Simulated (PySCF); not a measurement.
Species: C3H4F2N (charge +1).
Numbering: `[CH3:1][N+:2]#[C:3][CH:4]([F:5])[F:6]` (hydrogens: H7, H8, H9 on C1; H10 on C4)

A GFN2-xTB structure was refined with PySCF 2.14.0, PBE0-D3(BJ)/def2-SVP geometry optimisation, gas phase. Its GFN2-xTB values:

| coordinate | GFN2-xTB |
| --- | --- |
| C1–N2 | 1.357 Å |
| C1–H7 | 1.096 Å |
| N2≡C3 | 1.147 Å |
| C3–C4 | 1.474 Å |
| C4–F5 | 1.336 Å |
| C4–H10 | 1.110 Å |
| C1–N2–C3 | 178.9° |
| N2–C3–C4 | 176.0° |
| C3–C4–F5 | 108.7° |
| F5–C4–F6 | 109.3° |

Q: How do these coordinates change at the PBE0-D3(BJ)/def2-SVP level?

A: 
| coordinate | PBE0-D3(BJ)/def2-SVP (Å or °) | change |
| --- | --- | --- |
| C1–N2 | 1.415 | +0.058 |
| C3–C4 | 1.524 | +0.050 |
| C4–F5 | 1.321 | -0.015 |
| C4–H10 | 1.106 | -0.004 |
| C1–H7 | 1.100 | +0.004 |
| N2≡C3 | 1.144 | -0.003 |
| N2–C3–C4 | 179.9 | +3.9 |
| F5–C4–F6 | 111.5 | +2.2 |
| C3–C4–F5 | 106.9 | -1.8 |
| C1–N2–C3 | 179.5 | +0.6 |

The energy falls by 11.1 kJ/mol over 11 energy and gradient evaluations, the largest force component goes from 0.0474 to 3.4e-04 Eh/bohr, and the atoms move by 0.046 Å rms after alignment. The bond that changes most is C1–N2 (ends: N-methyl carbon; nitrogen bonded to 2 C), which lengthens by 0.058 Å. Bonds longer at the end by more than 0.005 Å: 3 of 9; shorter: 2. Rotational constants go from 9176, 1797, 1581 to 9226, 1746, 1539 MHz.

The run used 104 basis functions and 73 SCF cycles in all. Hardware: one thread, Arm Neoverse V2 (aarch64), shared host with 32 logical CPUs at a one-minute load of 14. Cost: 30 s wall, 0.41 GiB resident at most.

Not checked by PBE0-D3(BJ)/def2-SVP frequencies.
